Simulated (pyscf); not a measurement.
Structures and frequencies: ωB97X-D3(BJ)/def2-SVP in PySCF.

For H₃Si–PH₂ (SMILES [SiH3]P) + H• (SMILES [H]) -> H₃Si–PH• (SMILES [SiH3][PH]) + H₂ (SMILES [H][H]), a hydrogen abstraction (doublet surface; H–P broken, H–H formed), PBE/def2-TZVP gives ΔE‡ = -0.6 kcal/mol and ΔE = -21.4 kcal/mol (zero: the separated reactants). In which direction and how far do B3LYP-D3(BJ)/def2-TZVP, M06-2X/def2-TZVP, ωB97M-D3(BJ)/def2-TZVP move these?

B3LYP-D3(BJ): ΔE‡ = -1.3 kcal/mol, ΔE = -24.7 kcal/mol; M06-2X: ΔE‡ = 3.4 kcal/mol, ΔE = -23.0 kcal/mol; ωB97M-D3(BJ): ΔE‡ = 2.9 kcal/mol, ΔE = -21.3 kcal/mol. PBE's barrier lies among them. Its reaction energy matches one of them and lies within 3.3 kcal/mol of the others. At PBE, B3LYP-D3(BJ) this geometry lies under the reactants; that is no barrier but a single point on another level's saddle; such a level's own saddle, if it has one, lies nearer that side and is low. This is the saddle that the search found; another between the same sides may lie lower. The angle at the transferred H is 169°.
